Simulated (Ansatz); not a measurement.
Geometry optimisation, Ansatz, RKS B3LYP/def2-SVP.

input.yaml

```yaml
crystal:
  periodic: [false, false, false]
  atoms:
    - { symbol: "N", position_ang: [-0.4619, -0.29, -0.6809] }
    - { symbol: Si, position_ang: [-0.3271, 1.3198, -0.4113] }
    - { symbol: Si, position_ang: [0.2948, -1.3887, 0.0411] }
    - { symbol: H, position_ang: [-1.4145, -0.485, -0.789] }
    - { symbol: H, position_ang: [1.0824, 1.7677, -0.5761] }
    - { symbol: H, position_ang: [-0.8432, 1.6606, 0.9385] }
    - { symbol: H, position_ang: [1.8203, -1.1947, -0.0447] }
    - { symbol: H, position_ang: [-0.0585, -1.4468, 1.4665] }
basis:
  gaussian: { orbitals: def2-SVP }
hamiltonian:
  xc: b3lyp
relax:
  f_tol: 0.015
  max_steps: 40
```

Command:

```bash
$ ansatz run input.yaml --threads 1 --pin off --max-ram 2048MiB --backend cpu --events-out ev --progress --plain --runs-dir out
```

Task: Where does it end, and by what steps?

Result: It converged. The force dipped under the threshold on the way, but the program's further checks kept it going. After 32 steps the energy has fallen by 3.752 eV; H6 moved furthest, 1.97 Å. Parted: Si2–H6. Joined: Si3–H6.

| step | energy less start (eV) | largest force component (eV/Å) | accepted |
| --- | --- | --- | --- |
| 0 | 0.0000 | 6.591 | yes |
| 2 | -1.8726 | 1.198 | yes |
| 4 | -2.0238 | 0.512 | yes |
| 6 | -2.2097 | 0.941 | yes |
| 8 | -2.4521 | 0.601 | yes |
| 10 | -2.7593 | 0.575 | yes |
| 12 | -2.8347 | 0.577 | yes |
| 14 | -3.1118 | 0.938 | yes |
| 16 | -3.5468 | 1.006 | yes |
| 18 | -3.7202 | 0.825 | yes |
| 20 | -3.7455 | 0.193 | yes |
| 22 | -3.7505 | 0.007 | yes |
| 24 | -3.7509 | 0.070 | yes |
| 26 | -3.7513 | 0.100 | yes |
| 28 | -3.7519 | 0.040 | yes |
| 30 | -3.7522 | 0.016 | yes |
| 32 | -3.7523 | 0.005 | yes |

```xyz
8
Properties=species:S:1:pos:R:3
N -0.724 0.024 -0.612
Si -0.543 1.447 -1.598
Si 0.318 -0.578 0.687
H -1.546 -0.547 -0.808
H 0.768 1.888 -0.914
H 0.420 0.416 1.792
H 1.687 -0.872 0.180
H -0.288 -1.836 1.216
```

Whether the end is a true minimum wasn't checked by a vibrational analysis.

The run took 63 s on 1 CPU thread of a shared host.
